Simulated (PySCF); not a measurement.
PySCF input (TPSSh/def2-TZVPD):

```python
from pyscf import gto, scf, dft

mol = gto.M(
    atom='''
    F    -0.00000000   -0.00000000   -0.64654644
    F     0.00000000    0.00000000    0.64654644
    ''',
    basis='def2-tzvpd',
    charge=1,
    spin=1,
    symmetry='D2h',
    verbose=4,
)

mf = dft.UKS(mol, xc='tpssh').density_fit(auxbasis='def2-universal-jkfit')
mf.grids.level = 3
mf.conv_tol = 1e-9
mf.max_cycle = 100
mf.max_memory = 1500
mf.kernel()
if not mf.converged:
    mf = mf.newton()
    mf.kernel(mf.make_rdm1())
mf.analyze()
```

End of the output:

```
Extra cycle  E= -199.033716324094  delta_E= 1.42e-13  |g|= 1.25e-07  |ddm|= 3.1e-07
converged SCF energy = -199.033716324094  <S^2> = 0.75262607  2S+1 = 2.0026243
**** SCF Summaries ****
Total Energy =                        -199.033716324094286
Nuclear Repulsion Energy =              33.147931403442577
One-electron Energy =                 -335.158443336019218
Two-electron Energy =                  102.976795608482334
Two-electron Coulomb Energy =          123.305044415768776
DFT Exchange-Correlation Energy =      -20.328248807286442
HOMO-LUMO gap [eV] =                     2.465816020455078
Wave-function symmetry = B3g
alpha occupancy for each irrep:     Ag  B1g  B2g  B3g   Au  B1u  B2u  B3u
                                     3    0    1    1    0    2    1    1
beta  occupancy for each irrep:     Ag  B1g  B2g  B3g   Au  B1u  B2u  B3u
                                     3    0    1    0    0    2    1    1
**** MO energy ****
alpha MO #1 (Ag #1), energy= -25.2606825296022 occ= 1
alpha MO #2 (B1u #1), energy= -25.2606704303629 occ= 1
alpha MO #3 (Ag #2), energy= -1.89739366562905 occ= 1
alpha MO #4 (B1u #2), energy= -1.56061497443073 occ= 1
alpha MO #5 (Ag #3), energy= -1.09335518350001 occ= 1
alpha MO #6 (B2u #1), energy= -1.06876753898023 occ= 1
alpha MO #7 (B3u #1), energy= -1.01602102671576 occ= 1
alpha MO #8 (B3g #1), energy= -0.90534440801214 occ= 1
alpha MO #9 (B2g #1), energy= -0.847595849307443 occ= 1
alpha MO #10 (B1u #3), energy= -0.577267064645845 occ= 0
alpha MO #11 (Ag #4), energy= -0.185751624908882 occ= 0
alpha MO #12 (B2u #2), energy= -0.126733793704831 occ= 0
alpha MO #13 (B1u #4), energy= -0.121973992760829 occ= 0
alpha MO #14 (B3u #2), energy= -0.121040682173569 occ= 0
alpha MO #15 (Ag #5), energy= -0.0532509544224027 occ= 0
alpha MO #16 (B3g #2), energy= -0.0386536780012985 occ= 0
alpha MO #17 (B2g #2), energy= -0.0356667044134205 occ= 0
alpha MO #18 (B1u #5), energy= 0.095864743635488 occ= 0
alpha MO #19 (B1g #1), energy= 0.106060457031006 occ= 0
alpha MO #20 (Ag #6), energy= 0.106146197701996 occ= 0
alpha MO #21 (B2u #3), energy= 0.26070326141506 occ= 0
alpha MO #22 (Ag #7), energy= 0.270363411951266 occ= 0
alpha MO #23 (B3u #3), energy= 0.2730728628218 occ= 0
alpha MO #24 (B1u #6), energy= 0.283940789512389 occ= 0
alpha MO #25 (B3g #3), energy= 0.31619732163656 occ= 0
alpha MO #26 (B2g #3), energy= 0.324803346297129 occ= 0
alpha MO #27 (Au #1), energy= 0.325761405780533 occ= 0
alpha MO #28 (B1u #7), energy= 0.326059651815718 occ= 0
alpha MO #29 (B2u #4), energy= 0.326454544561481 occ= 0
alpha MO #30 (B3u #4), energy= 0.340942806129673 occ= 0
alpha MO #31 (Ag #8), energy= 0.494749986160301 occ= 0
alpha MO #32 (B1u #8), energy= 0.677221101806381 occ= 0
alpha MO #33 (B3g #4), energy= 0.728053121636141 occ= 0
alpha MO #34 (B2g #4), energy= 0.740592708815746 occ= 0
alpha MO #35 (Ag #9), energy= 0.772406346942844 occ= 0
alpha MO #36 (B1u #9), energy= 1.15244261773915 occ= 0
alpha MO #37 (B2u #5), energy= 1.38992086766302 occ= 0
alpha MO #38 (B3u #5), energy= 1.41550690862225 occ= 0
alpha MO #39 (Ag #10), energy= 1.60974919460565 occ= 0
alpha MO #40 (B1g #2), energy= 1.61090026770068 occ= 0
alpha MO #41 (Ag #11), energy= 1.78739775294088 occ= 0
alpha MO #42 (Au #2), energy= 1.82978057932159 occ= 0
alpha MO #43 (B1u #10), energy= 1.82988567433716 occ= 0
alpha MO #44 (B3g #5), energy= 2.13209741033931 occ= 0
alpha MO #45 (B2g #5), energy= 2.16223243561271 occ= 0
alpha MO #46 (B1u #11), energy= 2.54986749746956 occ= 0
alpha MO #47 (B2u #6), energy= 2.64544838485531 occ= 0
alpha MO #48 (B3u #6), energy= 2.68410215628333 occ= 0
alpha MO #49 (Ag #12), energy= 2.85590543478703 occ= 0
alpha MO #50 (B3g #6), energy= 3.06674539483707 occ= 0
alpha MO #51 (B2g #6), energy= 3.10732218743078 occ= 0
alpha MO #52 (Ag #13), energy= 3.28881073165486 occ= 0
alpha MO #53 (B1u #12), energy= 3.62507595912755 occ= 0
alpha MO #54 (B1u #13), energy= 4.621385576028 occ= 0
alpha MO #55 (B2u #7), energy= 5.79447339836512 occ= 0
alpha MO #56 (B3u #7), energy= 5.82887630508803 occ= 0
alpha MO #57 (Ag #14), energy= 6.00462576586817 occ= 0
alpha MO #58 (B1g #3), energy= 6.04041728357526 occ= 0
alpha MO #59 (Ag #15), energy= 6.05289735726261 occ= 0
alpha MO #60 (B2u #8), energy= 6.31084774141298 occ= 0
alpha MO #61 (B3u #8), energy= 6.31086797487217 occ= 0
alpha MO #62 (B3g #7), energy= 6.37782963580992 occ= 0
alpha MO #63 (B2g #7), energy= 6.37783217747857 occ= 0
alpha MO #64 (B1u #14), energy= 6.59911357999404 occ= 0
alpha MO #65 (Au #3), energy= 6.59917093178574 occ= 0
alpha MO #66 (B3g #8), energy= 7.11228406211769 occ= 0
alpha MO #67 (B2g #8), energy= 7.15077973469926 occ= 0
alpha MO #68 (B1u #15), energy= 7.71586226780776 occ= 0
alpha MO #69 (Ag #16), energy= 7.77261603594552 occ= 0
alpha MO #70 (B1g #4), energy= 7.77300219094355 occ= 0
alpha MO #71 (B2u #9), energy= 7.83240702184825 occ= 0
alpha MO #72 (B3u #9), energy= 7.87709881129524 occ= 0
alpha MO #73 (Au #4), energy= 7.93260508117801 occ= 0
alpha MO #74 (B1u #16), energy= 7.93521800294017 occ= 0
alpha MO #75 (B3g #9), energy= 8.50637513779843 occ= 0
alpha MO #76 (Ag #17), energy= 8.54771402423675 occ= 0
alpha MO #77 (B2g #9), energy= 8.54781861662051 occ= 0
alpha MO #78 (B1u #17), energy= 9.98384470769902 occ= 0
alpha MO #79 (Ag #18), energy= 56.1850537679167 occ= 0
alpha MO #80 (B1u #18), energy= 57.323327546273 occ= 0
beta  MO #1 (Ag #1), energy= -25.2413314486477 occ= 1
beta  MO #2 (B1u #1), energy= -25.2412905764817 occ= 1
beta  MO #3 (Ag #2), energy= -1.86166636125435 occ= 1
beta  MO #4 (B1u #2), energy= -1.51134910930592 occ= 1
beta  MO #5 (Ag #3), energy= -1.07468956729642 occ= 1
beta  MO #6 (B3u #1), energy= -1.00494047338486 occ= 1
beta  MO #7 (B2u #1), energy= -0.960923206777285 occ= 1
beta  MO #8 (B2g #1), energy= -0.834257878568831 occ= 1
beta  MO #9 (B3g #1), energy= -0.74364081045467 occ= 0
beta  MO #10 (B1u #3), energy= -0.554027261200382 occ= 0
beta  MO #11 (Ag #4), energy= -0.181512237894218 occ= 0
beta  MO #12 (B3u #2), energy= -0.120340297345133 occ= 0
beta  MO #13 (B2u #2), energy= -0.119646978689013 occ= 0
beta  MO #14 (B1u #4), energy= -0.119559174589149 occ= 0
beta  MO #15 (Ag #5), energy= -0.0524831319588586 occ= 0
beta  MO #16 (B2g #2), energy= -0.0350626037489459 occ= 0
beta  MO #17 (B3g #2), energy= -0.0331859549888368 occ= 0
beta  MO #18 (B1u #5), energy= 0.098986098562925 occ= 0
beta  MO #19 (B1g #1), energy= 0.111134285459303 occ= 0
beta  MO #20 (Ag #6), energy= 0.111454398151899 occ= 0
beta  MO #21 (B2u #3), energy= 0.271821233633871 occ= 0
beta  MO #22 (Ag #7), energy= 0.272526116198932 occ= 0
[...]
```
